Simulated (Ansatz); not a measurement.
```xyz
7

O     0.996   -1.658   -0.565
Al   -0.403   -0.826   -0.057
Al   -0.031    1.704    0.333
H     1.005   -2.598   -0.748
H    -1.742   -1.681    0.114
H    -0.236    2.776   -0.829
H     0.410    2.282    1.753
```

The species carries charge 0 and has multiplicity 1.

(1) List the PBE/def2-TZVPP orbital energies in eV (Ansatz). (Estimate.)

Results:

(1) The calculation gave: Occupied: -1506.68, -1506.52, -509.85, -106.94, -106.79, -69.09, -68.89, -68.81, -68.80, -68.69, -68.65, -24.15, -12.30, -10.01, -9.01, -7.64, -7.51, -7.16, -5.89. Lowest empty: -2.85, -2.14, -0.52, 0.00, 0.92, 1.34, 1.53, 1.99.
